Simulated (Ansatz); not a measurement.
Take Cu in the fcc (Cu type) structure (space group Fm-3m, No. 225; a = 3.5768 Å) as the base.

The values are results of Ansatz (a program for electronic structure) r2SCAN, spin-orbit coupling left out, not measurements.

One thing is altered: full substitution Cu → Pd; the structure is relaxed again.

Measured lattice parameter a: Cu 3.595 Å (static lattice; corrected from measurement; as listed in Gábor I. Csonka et al., Physical Review B (2009)); Pd 3.876 Å (static lattice; corrected from measurement; as listed in Daniel Mejia-Rodriguez, S. B. Trickey, Phys. Rev. B (2018)).

Q: How well does r2SCAN reproduce the measured shift?

A: With r2SCAN the lattice parameter a moves by +0.332 Å (3.577 → 3.908) against +0.281 Å measured.

Stability against distortions was not tested. All final runs are without spin polarisation. Pd lies near a magnetic instability that expansion can trigger; it was not tested. Pd has a high density of states at the Fermi level and may be magnetic at this level.
